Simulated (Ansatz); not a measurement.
PBE against other levels and measurement: hcp Zr

Programs: Ansatz (an electronic-structure program).

```tsv
property	PBE	LDA	HSE06	reference	PBE less reference
equilibrium lattice constant a (Å)	3.233	3.146	3.254	3.232*	+0.03 %
lattice parameter c (Å)	5.169	5.083	5.118	5.148*	+0.41 %
bulk modulus (GPa)	93.3	102	–	95.9	not scored
cohesive energy (eV/atom)	6.20	7.41	–	6.32	-0.12 eV/atom
elastic constant C11 (GPa)	143	141	164	155	-7.7 %
elastic constant C33 (GPa)	162	178	174	172	-5.8 %
elastic constant C44 (GPa)	26.6	17.0	44.7	36.3	-27 %
Voigt–Reuss–Hill bulk modulus (GPa)	93.5	103	98.3	–	–
polycrystal shear modulus (GPa)	34.4	26.3	48.0	–	–
```

PBE is well off the measurement for the elastic constant C44 (-27 %).  In between, or not called against an uncorrected reference: lattice constant a (+0.03 %), lattice parameter c (+0.41 %), cohesive energy (-0.12 eV/atom), elastic constant C11 (-7.7 %), elastic constant C33 (-5.8 %). Where no measured value is used, PBE differs from HSE06 by -4.9 % in the Voigt–Reuss–Hill bulk modulus; from HSE06 by -28 % in the Voigt–Reuss–Hill shear modulus.

A star marks values at room or unstated temperature without corrections; heat and zero-point motion as a rule enlarge cells and lower moduli and gaps.

Low-temperature values still hold zero-point motion unless their source removed it.

Called well off clearly beyond 0.20 eV/atom for the cohesive energy, 10.0 % for the elastic constant C11, 10.0 % for the elastic constant C33, 10.0 % for the elastic constant C44 (bounds picked here from the quality of each reference).

Not scored: bulk modulus (sources at odds).

The references are measured values: lattice constant a room temperature, lattice parameter c room temperature, bulk modulus corrected to a static lattice, cohesive energy corrected to a static lattice, elastic constant C11 low temperature, elastic constant C33 low temperature, elastic constant C44 low temperature.

Unless a row names a cell, each level is at its own relaxed cell.

Caveats: hybrids on metals are sensitive to the k mesh (HSE06). Ansatz's density-functional and Hartree–Fock values are scalar-relativistic unless marked +SOC, with PAW data made under PBE.

References as tabulated in Clouet (2012), arXiv:1210.1082; Wikipedia's data pages; doi:10.1021/acs.jctc.3c00612; Jana et al. (2018), arXiv:1807.00350.
